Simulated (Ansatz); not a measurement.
A made-up structure of CH5NSi, closed shell:

```xyz
8
angstrom
C -0.6500 0.9178 -0.5799
N 0.4544 0.0481 -0.3572
Si 0.8443 -1.1021 0.6538
H 0.8795 -2.0442 -0.4081
H -0.3192 1.9620 -0.5271
H -1.4910 0.7981 0.1172
H 2.1565 -1.7589 0.4990
H 0.0416 -1.6417 1.7904
```

It is relaxed with PBE-D4/def2-SVP and then PBE0-D4/def2-TZVP (Ansatz 0.2.0). Atoms count as bonded within 1.22 times the sum of their covalent radii (H–H: 0.88 Å). The end point is not checked to be a true minimum.

(1) Does its bonding change? (Judge from chemistry; the calculation decides.)

## Answers

(1) The calculation gives: No: no bond forms or breaks.

Where it ends: The first stage lowers the energy by 3.58 eV in 8 steps. It ends as CH₅NSi ([CH2][N][SiH3]):
```xyz
8
angstrom
C -0.4185 0.9509 -0.2366
N 0.5186 0.1546 -0.4984
Si 0.8057 -1.3297 0.3695
H 0.7293 -2.4493 -0.6007
H -0.5441 1.8692 -0.8222
H -1.1572 0.7978 0.5670
H 2.1711 -1.2664 0.9459
H -0.1889 -1.5482 1.4637
```

Labels in which every atom is bracketed show which atoms are joined, not bond orders.

For scale, one of the runs: PBE0-D4/def2-TZVP relaxation, 129 basis functions, launched by `ansatz run in.yaml --threads 2 --pin off --events-out ev --progress --plain --max-ram 4352MiB`. Hardware: 2 CPU threads of an AMD EPYC 9R45, shared host. Wall time about 5.5 s.
